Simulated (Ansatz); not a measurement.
# C₄H₅, SMILES [C]#CCC: a geometry optimisation

Run with the Python package of Ansatz (0.2.0).

`c4h5_opt.py`
```python
"""Geometry optimisation of C4H5."""

import ansatz as az
import numpy as np
import pandas as pd

GEOMETRY = """
C     2.56470   -0.64190   -0.24540
C     1.50350   -0.08040   -0.13530
C     0.21270    0.60410   -0.00120
C    -0.92470   -0.40720    0.06990
H     0.22220    1.21980    0.92280
H     0.06320    1.27200   -0.87570
H    -0.95470   -1.02150   -0.85570
H    -1.89170    0.12910    0.17100
H    -0.79510   -1.07400    0.94950
"""

mol = az.Crystal.molecule()
for line in GEOMETRY.strip().splitlines():
    symbol, *xyz = line.split()
    mol = mol.atom(symbol, [float(v) for v in xyz])

calc = mol.calculation().basis(gaussian="def2-SVP").functional("b3lyp").spin("collinear", total=1)
symbols = [site.symbol for site in mol.cartesian_sites]
start = np.array([site.position_ang for site in mol.cartesian_sites], dtype=float)
def progress(event):
    if event["event"] == "relax_step":
        row = event["data"]
        print(f"step {row['step']:3d}  E = {row['lagrangian_ev']:.6f} eV  max force {row['allowed_force_max_ev_ang']:.4f} eV/A")


summary = calc.relax(force_tolerance=0.005, max_steps=100).session().plan().execute(on_event=progress).report
end = np.array(summary["positions_ang"])

print(f"E = {summary['free_energy_ev']:.6f} eV = {summary['free_energy_ev'] / 27.211386246:.7f} Ha")
print("converged:", summary["converged"], " doubts:", summary["published_state_doubts"] or "none")

print("bond        before    after (A)")
for i, j in [(0, 1), (1, 2), (2, 3), (2, 4), (2, 5), (3, 6), (3, 7), (3, 8)]:
    d0, d1 = (np.linalg.norm(xyz[i] - xyz[j]) for xyz in (start, end))
    print(f"{symbols[i]}{i}-{symbols[j]}{j}".ljust(10), f"{d0:8.4f} {d1:8.4f}")

charges = summary["charge_distribution"]
table = pd.DataFrame({"atom": symbols, "mulliken": charges["mulliken_charges_e"], "lowdin": charges["lowdin_charges_e"]})
print(table.round(3).to_string())
print("dipole (e A):", np.round(charges["dipole_moment_e_ang"], 4) + 0.0)
with open("c4h5_opt.xyz", "w") as handle:
    handle.write(f"{len(symbols)}\nrelaxed C4H5\n")
    handle.writelines(f"{s:2s} {x:11.6f} {y:11.6f} {z:11.6f}\n" for s, (x, y, z) in zip(symbols, end))
```

Running `python c4h5_opt.py` prints:
```text
step   1  E = -4221.369670 eV  max force 0.9540 eV/A
step   2  E = -4221.401116 eV  max force 0.1145 eV/A
step   3  E = -4221.401885 eV  max force 0.0393 eV/A
step   4  E = -4221.401988 eV  max force 0.0375 eV/A
step   5  E = -4221.402221 eV  max force 0.0401 eV/A
step   6  E = -4221.402921 eV  max force 0.1181 eV/A
step   7  E = -4221.408491 eV  max force 0.2967 eV/A
step   8  E = -4221.411662 eV  max force 0.1060 eV/A
step   9  E = -4221.400553 eV  max force 0.7233 eV/A
step  10  E = -4221.413700 eV  max force 0.0851 eV/A
step  11  E = -4221.413431 eV  max force 0.0925 eV/A
step  12  E = -4221.414160 eV  max force 0.0294 eV/A
step  13  E = -4221.414197 eV  max force 0.0157 eV/A
step  14  E = -4221.414214 eV  max force 0.0052 eV/A
step  15  E = -4221.414209 eV  max force 0.0265 eV/A
step  16  E = -4221.414219 eV  max force 0.0036 eV/A
step  17  E = -4221.414224 eV  max force 0.0069 eV/A
step  18  E = -4221.414241 eV  max force 0.1082 eV/A
step  19  E = -4221.414503 eV  max force 0.0825 eV/A
step  20  E = -4221.415798 eV  max force 0.0526 eV/A
step  21  E = -4221.414756 eV  max force 0.2852 eV/A
step  22  E = -4221.418006 eV  max force 0.0883 eV/A
step  23  E = -4221.419291 eV  max force 0.2939 eV/A
step  24  E = -4221.423664 eV  max force 0.1460 eV/A
step  25  E = -4221.428434 eV  max force 0.0643 eV/A
step  26  E = -4221.407838 eV  max force 1.0805 eV/A
step  27  E = -4221.428133 eV  max force 0.1692 eV/A
step  28  E = -4221.429551 eV  max force 0.0731 eV/A
step  29  E = -4221.429764 eV  max force 0.0314 eV/A
step  30  E = -4221.429858 eV  max force 0.0149 eV/A
step  31  E = -4221.429884 eV  max force 0.0127 eV/A
step  32  E = -4221.429906 eV  max force 0.0067 eV/A
step  33  E = -4221.429910 eV  max force 0.0035 eV/A
E = -4221.430114 eV = -155.1346953 Ha
converged: True  doubts: none
bond        before    after (A)
C0-C1        1.2056   1.2556
C1-C2        1.4672   1.4594
C2-C3        1.5236   1.5352
C2-H4        1.1104   1.1061
C2-H5        1.1105   1.1080
C3-H6        1.1113   1.1004
C3-H7        1.1104   1.1010
C3-H8        1.1114   1.1004
  atom  mulliken  lowdin
0    C    -0.299   0.010
1    C     0.068  -0.151
2    C     0.041   0.010
3    C    -0.001   0.044
4    H     0.056   0.035
5    H     0.046   0.035
6    H     0.031   0.006
7    H     0.022   0.004
8    H     0.036   0.007
dipole (e A): [-0.5533  0.2614 -0.0804]
```

It writes `c4h5_opt.xyz`:
```text
9
relaxed C4H5
C     2.634331   -0.613641   -0.110783
C     1.525279   -0.041655   -0.249729
C     0.220298    0.570543   -0.021348
C    -0.954313   -0.414133    0.066327
H     0.279298    1.194367    0.890094
H     0.055878    1.293746   -0.844550
H    -1.040827   -1.011147   -0.853980
H    -1.899422    0.130774    0.214777
H    -0.820423   -1.108854    0.909092
```

Caveats:
- The settings weren't tested for convergence.
- The end point is the stationary point reached from this start; no frequency run checks that it is a minimum, and the basis set is modest.
- The species is open-shell (spin multiplicity 2).
- The Löwdin charges here are taken after orthogonalising the functions within each atom; they differ from plain Löwdin charges, and their signs can be unphysical.
- b3lyp holds the VWN-RPA fit, as in Gaussian; the form of ORCA and Turbomole is b3lyp5.
- Hardware and time: 3.3 min on 1 thread of Arm Neoverse V1, with other jobs on the host, peak memory 0.31 GiB.

(Lines on the test bed's own set-up are left out of the output.)
